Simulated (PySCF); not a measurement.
Molecule: Pentanenitrile (C(CC)CC#N, C5H9N).

Geometry (Å), atoms numbered from 1 in this order:
```xyz
15

C    -2.1918    0.2614    0.3917
C    -0.9288   -0.4130   -0.1184
C     0.3435    0.2941    0.3257
C     1.6057   -0.4012   -0.1880
C     2.8357    0.2636    0.2237
N     3.8015    0.8047    0.5610
H    -2.2621    1.3008    0.0336
H    -3.0953   -0.2684    0.0551
H    -2.2129    0.2900    1.4928
H    -0.9512   -0.4596   -1.2216
H    -0.9012   -1.4621    0.2255
H     0.3812    0.3457    1.4267
H     0.3362    1.3382   -0.0293
H     1.5963   -0.4502   -1.2899
H     1.6433   -1.4441    0.1688
```

Geometry PBE0-D3(BJ)/def2-SVP throughout; GIAO in PySCF 2.14.0 with density-fitted response routines, gas phase, one conformer, non-relativistic; equivalent atoms averaged; functional PBE0.

For orientation, pcSseg-0 gives these shifts δ (against TMS, NH3 at the same level): C5 135.3, C2 25.2, C4 21.4, C1 17.5, N6 310.5, H14/H15 2.00, H12/H13 1.51, H10/H11 1.13, H7/H8/H9 1.20 ppm.

A run gave: C5 117.2, C2 27.0, C4 18.8, C1 15.2, N6 269.5, H14/H15 2.11, H12/H13 1.60, H10/H11 1.26, H7/H8/H9 1.05 ppm (shifts δ (against TMS, NH3 at the same level)).

Task: Which basis set was used in that run?
A. def2-SVP
B. 6-31G
C. aug-cc-pVDZ
D. pcSseg-1

Result: C. N6 tells them apart best: aug-cc-pVDZ gives 269.5, pcSseg-1 gives 303.0, 6-31G gives 263.0, def2-SVP gives 277.0 ppm.
